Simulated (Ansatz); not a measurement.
Compare A (`O=C(O)CS`) with its isomer B (`O=C(S)CO`).

Computed with Ansatz on PBE0-D4/def2-TZVP structures; ΔE is electronic, products minus reactants. CCSD(T)/CBS adds triple-zeta CCSD(T) − MP2 to the extrapolated MP2 energy (def2 sets, frozen cores). Functionals use def2-TZVPP. Each species was taken in one conformer, which may not be the lowest.

A:

```xyz
9

O    -0.837   -0.115   -1.778
C    -0.545    0.121   -0.640
O    -0.787    1.305   -0.051
C     0.129   -0.835    0.301
S     1.868   -0.399    0.567
H    -1.191    1.873   -0.721
H     0.131   -1.821   -0.157
H    -0.399   -0.876    1.255
H     1.632    0.747    1.225
```

B:

Z-matrix (Å, degrees):
```
C
O 1 1.389
C 1 1.512 2 111.0
H 1 1.098 2 111.1 3 120.6
H 1 1.099 2 111.4 3 -120.2
H 2 0.968 1 106.3 3 2.3
S 3 1.772 1 114.5 2 178.4
O 3 1.202 1 121.4 2 -1.8
H 7 1.343 3 93.7 1 179.2
```

Which is lower in electronic energy at CCSD(T)/CBS, and by how much? (Estimate.)

Computed: A, by 56.2 kJ/mol.

Give E(B) − E(A) in kJ/mol with MP2/def2-TZVPP, CCSD(T)/def2-TZVPP, r2SCAN-D4, LDA (SPW92), CCSD/def2-TZVPP, B2PLYP, PBE0-D4. (Estimate.)

Ansatz gave: MP2/def2-TZVPP 58.8, CCSD(T)/def2-TZVPP 57.2, r2SCAN-D4 50.6, LDA (SPW92) 46.1, CCSD/def2-TZVPP 60.1, B2PLYP 55.0, PBE0-D4 54.4. None reverses the order clearly.

Does the order hold for the free energy at 298.15 K (harmonic terms from PBE0-D4)? (Best estimate.)

The calculation gave: Yes: G(B) − G(A) = +54.0 kJ/mol, for one conformer each.

Largest T1 diagnostic: 0.015.

From PBE to PBE0 (25 % exact exchange), in def2-TZVPP and without D4, E(B) − E(A) moves by +6.9 kJ/mol. In def2-TZVPP, CCSD(T) changes the Hartree–Fock value by −12.1 kJ/mol (the triples alone add −2.8 kJ/mol) and MP2 by −10.6 kJ/mol.
